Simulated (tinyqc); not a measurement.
Inside a calculation (part 2 of 2). Method: RHF in the sto-3g basis, for H2O, spin multiplicity 1. Computed by tinyqc, a small Python program that keeps every step (integrals from PySCF). Command: `OMP_NUM_THREADS=1 python tinyqc.py 31923 31924 out.jsonl` (the two numbers bound the seeds that draw the settings). One thread of a shared host (Intel(R) Xeon(R) Processor @ 2.60GHz), about 0.06 s of CPU time with the checks.

Geometry (angstrom):
```
atom         x          y         z
O     0.000000   0.000000  0.000000
H     0.000000   0.851000  0.824000
H     0.000000  -0.851000  0.824000
```

## Iteration 17 (converged): orbitals

converged F (hartree), order 1O 1s, 1O 2s, 1O 2px, 1O 2py, 1O 2pz, 2H 1s, 3H 1s:
```
[[-20.278197, -5.166778, 0.000000, 0.000000, -0.023148, -0.700352, -0.700352],
 [-5.166778, -2.404962, 0.000000, 0.000000, -0.057528, -0.694462, -0.694462],
 [0.000000, 0.000000, -0.394900, 0.000000, 0.000000, 0.000000, 0.000000],
 [0.000000, 0.000000, 0.000000, -0.205112, 0.000000, -0.312642, 0.312642],
 [-0.023148, -0.057528, 0.000000, 0.000000, -0.238049, -0.330838, -0.330838],
 [-0.700352, -0.694462, 0.000000, -0.312642, -0.330838, -0.355247, -0.238022],
 [-0.700352, -0.694462, 0.000000, 0.312642, -0.330838, -0.238022, -0.355247]]
```

X, order 1O 1s, 1O 2s, 1O 2px, 1O 2py, 1O 2pz, 2H 1s, 3H 1s:
```
[[1.023282, -0.133495, 0.000000, 0.000000, -0.006646, 0.016739, 0.016739],
 [-0.133495, 1.120253, 0.000000, 0.000000, 0.060736, -0.184623, -0.184623],
 [0.000000, 0.000000, 1.000000, 0.000000, 0.000000, 0.000000, 0.000000],
 [0.000000, 0.000000, 0.000000, 1.048058, 0.000000, -0.140416, 0.140416],
 [-0.006646, 0.060736, 0.000000, 0.000000, 1.037515, -0.114488, -0.114488],
 [0.016739, -0.184623, 0.000000, -0.140416, -0.114488, 1.099848, -0.069154],
 [0.016739, -0.184623, 0.000000, 0.140416, -0.114488, -0.069154, 1.099848]]
```

Diagonalise F' = X^T F X, C = X C', fill 5 alpha and 5 beta electrons from the bottom; D = 2 C_occ C_occ^T. Each column has its largest component positive (the first on a tie).

F' = X^T F X (hartree):
```
[[-19.906462, -2.676027, 0.000000, 0.000000, -0.051348, -0.063278, -0.063278],
 [-2.676027, -1.362612, 0.000000, 0.000000, 0.096724, -0.342516, -0.342516],
 [0.000000, 0.000000, -0.394900, 0.000000, 0.000000, 0.000000, 0.000000],
 [0.000000, 0.000000, 0.000000, -0.045883, 0.000000, -0.345945, 0.345945],
 [-0.051348, 0.096724, 0.000000, 0.000000, -0.109948, -0.300893, -0.300893],
 [-0.063278, -0.342516, 0.000000, -0.345945, -0.300893, -0.039600, -0.076594],
 [-0.063278, -0.342516, 0.000000, 0.345945, -0.300893, -0.076594, -0.039600]]
```

orbital energies (hartree): [-20.286206, -1.193609, -0.495437, -0.448268, -0.394900, 0.432867, 0.486547]

coefficients C, order 1O 1s, 1O 2s, 1O 2px, 1O 2py, 1O 2pz, 2H 1s, 3H 1s:
```
[[0.994597, -0.242831, 0.000000, 0.090598, 0.000000, -0.095570, 0.000000],
 [0.022973, 0.912778, 0.000000, -0.457099, 0.000000, 0.549560, 0.000000],
 [0.000000, 0.000000, 0.000000, 0.000000, 1.000000, 0.000000, 0.000000],
 [0.000000, 0.000000, 0.637368, 0.000000, 0.000000, 0.000000, 0.855348],
 [0.002760, 0.069714, 0.000000, 0.699226, 0.000000, 0.782688, 0.000000],
 [-0.003855, 0.131617, 0.455898, 0.364648, 0.000000, -0.654471, -0.703674],
 [-0.003855, 0.131617, -0.455898, 0.364648, 0.000000, -0.654471, 0.703674]]
```

D after iteration 17, order 1O 1s, 1O 2s, 1O 2px, 1O 2py, 1O 2pz, 2H 1s, 3H 1s:
```
[[2.112797, -0.480429, 0.000000, 0.000000, 0.098329, -0.005517, -0.005517],
 [-0.480429, 2.085263, 0.000000, 0.000000, -0.511838, -0.093263, -0.093263],
 [0.000000, 0.000000, 2.000000, 0.000000, 0.000000, 0.000000, 0.000000],
 [0.000000, 0.000000, 0.000000, 0.812477, 0.000000, 0.581150, -0.581150],
 [0.098329, -0.511838, 0.000000, 0.000000, 0.987569, 0.528273, 0.528273],
 [-0.005517, -0.093263, 0.000000, 0.581150, 0.528273, 0.716298, -0.115073],
 [-0.005517, -0.093263, 0.000000, -0.581150, 0.528273, -0.115073, 0.716298]]
```

## Convergence

Stop when the energy changes by less than 1e-08 hartree and every element of the error matrix X^T (F D S - S D F) X is below 3e-05.

Course of the cycle:
```
iteration   E (hartree)     change  largest element of the error matrix
1          -74.34060835          -                             4.86e-01
2          -74.71360782  -3.73e-01                             2.88e-01
3          -74.84308032  -1.29e-01                             1.63e-01
4          -74.88613407  -4.31e-02                             9.38e-02
5          -74.90017504  -1.40e-02                             4.55e-02
6          -74.90367302  -3.50e-03                             2.80e-02
7          -74.90493438  -1.26e-03                             1.48e-02
8          -74.90524859  -3.14e-04                             7.78e-03
9          -74.90532566  -7.71e-05                             4.24e-03
10         -74.90534768  -2.20e-05                             2.29e-03
11         -74.90535398  -6.30e-06                             1.23e-03
12         -74.90535577  -1.78e-06                             6.59e-04
13         -74.90535627  -5.05e-07                             3.53e-04
14         -74.90535641  -1.43e-07                             1.88e-04
15         -74.90535646  -4.06e-08                             1.00e-04
16         -74.90535647  -1.15e-08                             5.34e-05
17         -74.90535647  -3.25e-09                             2.84e-05
```

PySCF RHF in the same basis = -74.90535647 hartree

Converged in 17 iterations.

## Populations, bond orders and dipole

overlap S, order 1O 1s, 1O 2s, 1O 2px, 1O 2py, 1O 2pz, 2H 1s, 3H 1s:
```
[[1.000000, 0.236704, 0.000000, 0.000000, 0.000000, 0.031439, 0.031439],
 [0.236704, 1.000000, 0.000000, 0.000000, 0.000000, 0.338856, 0.338856],
 [0.000000, 0.000000, 1.000000, 0.000000, 0.000000, 0.000000, 0.000000],
 [0.000000, 0.000000, 0.000000, 1.000000, 0.000000, 0.221416, -0.221416],
 [0.000000, 0.000000, 0.000000, 0.000000, 1.000000, 0.214391, 0.214391],
 [0.031439, 0.338856, 0.000000, 0.221416, 0.214391, 1.000000, 0.190712],
 [0.031439, 0.338856, 0.000000, -0.221416, 0.214391, 0.190712, 1.000000]]
```

Mulliken: Z minus the diagonal of D S on the atom; Loewdin: the same with S^(1/2) D S^(1/2); Mayer order: 2 sum_s sum (D(s) S)_ij (D(s) S)_ji over the two atoms.

Charges (e):
```
atom   Mulliken    Loewdin
1O    -0.190981  -0.142828
2H     0.095491   0.071414
3H     0.095491   0.071414
```

Mayer bond orders:
```
pair     order
2-1   0.990223
3-1   0.990223
3-2   0.000659
```

dipole moment about the origin, x y z (debye): [0.000000, 0.000000, 1.466633]
